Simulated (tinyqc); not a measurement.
Stretching all distances: RHF, UHF, MP2, CISD and CCSD against full CI in the sto-3g basis, for H2O, spin multiplicity 1. Computed by the program tinyqc with PySCF. All coordinates are multiplied by the scale. c0^2 is the weight of the RHF determinant in the lowest singlet FCI state (UHF is spin-contaminated and may lie near states of higher spin) and n(LUMO) the first natural occupation beyond the occupied space.

Geometry (angstrom):

| atom | x | y | z |
|---|---|---|---|
| O | 0.0000 | 0.0000 | 0.0000 |
| H | 0.0000 | 0.6610 | 0.6310 |
| H | 0.0000 | -0.7100 | 0.6780 |

Full CI energy (hartree) and errors against it (kcal/mol):

| scale | distance 1-2 (angstrom) | E(FCI) | RHF | UHF | MP2 | CISD | CCSD | <S^2> UHF | c0^2 | n(LUMO) |
|---|---|---|---|---|---|---|---|---|---|---|
| 0.8700 | 0.7950 | -74.906051 | 23.1478 | 23.1478 | 5.8362 | 0.2020 | 0.0402 | 0.0000 | 0.9841 | 0.0181 |
| 1.0200 | 0.9321 | -75.011464 | 33.3160 | 33.3160 | 9.2199 | 0.5014 | 0.0718 | 0.0000 | 0.9712 | 0.0330 |
| 1.1600 | 1.0600 | -75.014155 | 45.9503 | 45.9503 | 13.5936 | 1.1469 | 0.1374 | 0.0000 | 0.9511 | 0.0563 |
| 1.3100 | 1.1971 | -74.974347 | 63.4021 | 63.3984 | 19.7556 | 2.6122 | 0.2816 | 0.0108 | 0.9175 | 0.0964 |
| 1.4600 | 1.3342 | -74.920658 | 85.2366 | 70.2238 | 27.4674 | 5.4315 | 0.5132 | 0.7487 | 0.8675 | 0.1570 |
| 1.6100 | 1.4713 | -74.868104 | 111.6252 | 58.2833 | 36.6074 | 10.2271 | 0.6967 | 1.2816 | 0.7985 | 0.2424 |
| 1.7600 | 1.6083 | -74.823776 | 142.4107 | 41.1465 | 46.8009 | 17.4056 | 0.2954 | 1.5855 | 0.7101 | 0.3521 |
| 2.0500 | 1.8733 | -74.769591 | 209.7210 | 15.7310 | 77.6608 | 38.9025 | -3.1858 | 1.8569 | 0.4709 | 0.5932 |

Estimate the missing row, scale = 1.9.

Computed row:
```
scale   distance 1-2 (angstrom)      E(FCI)       RHF      UHF      MP2     CISD     CCSD  <S^2> UHF    c0^2  n(LUMO)
1.9000                   1.7363  -74.792449  174.3114  26.8572  56.7885  26.0753  -1.5440     1.7516  0.6138   0.4686
```

UHF parts from RHF first at scale 1.31 of those listed, where <S^2> leaves zero. The weight c0^2 goes from 0.98 to 0.47 and n(LUMO) from 0.02 to 0.59: static correlation grows as the bonds break into open-shell fragments. The spread of the error along the curve, which distorts its shape, is CCSD 3.9, CISD 38.7, UHF 54.5, MP2 71.8, RHF 186.6 kcal/mol. Below FCI somewhere: CCSD, as non-variational methods may be.
